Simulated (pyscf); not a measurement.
H₃Si–SH (SMILES [SiH3]S) + SnH₃• (SMILES [SnH3]) → H₃Si–S–SnH₃ (SMILES [SiH3][S][SnH3]) + H• (SMILES [H]) (substitution at S; doublet surface; H–S broken, S–Sn formed). Structures and frequencies: ωB97X-D3(BJ)/def2-SVP in PySCF. Energies in kcal/mol from the separated reactants.

| level | barrier | reaction energy |
|---|---|---|
| ωB97X-D3(BJ)/def2-TZVP | ? | ? |
| PBE/def2-TZVP | 16.1 | +18.4 |
| B3LYP-D3(BJ)/def2-TZVP | 17.7 | +19.6 |
| M06-2X/def2-TZVP | ? | +19.0 |
| ωB97M-D3(BJ)/def2-TZVP | 22.8 | +19.5 |
| HF/def2-TZVP | 31.6 | +17.3 |

Complete the blanks.


- ωB97X-D3(BJ)/def2-TZVP, barrier: 14.6
- ωB97X-D3(BJ)/def2-TZVP, reaction energy: +10.3
- M06-2X/def2-TZVP, barrier: 22.3

At PBE, B3LYP-D3(BJ) this geometry lies under the product side: in single points on another level's saddle the reverse barrier vanishes, and the forward threshold there is about the reaction energy. This is the saddle that the search found; another between the same sides may lie lower. The angle at the attacked S is 171°. Elements past Kr carry the def2 core potentials, without spin-orbit coupling.
